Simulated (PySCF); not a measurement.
**Name the molecule from its bond curve**

A diatomic of charge 0 contains Cl. Its singlet curve at PBE in a double-zeta basis (no relativity, PySCF), in eV from the separated fragments:

```csv
R (Å),E (eV)
1.480,-4.508
1.549,-5.098
1.618,-5.430
1.669,-5.556
1.721,-5.603
1.773,-5.589
1.841,-5.503
1.927,-5.318
2.031,-5.028
2.168,-4.582
```

The fit gives ωe = 825 cm⁻¹ and the rotational constant Bₑ = 0.6698 cm⁻¹.

Q: Which atom is the partner?

A: The minimum lies at 1.734 Å, so the reduced mass is 16.8576 u Å² cm⁻¹/(Bₑ·Re²) = 8.371 u. With Cl at 34.97 u the partner weighs about 11.0 u: B. The molecule is BCl.
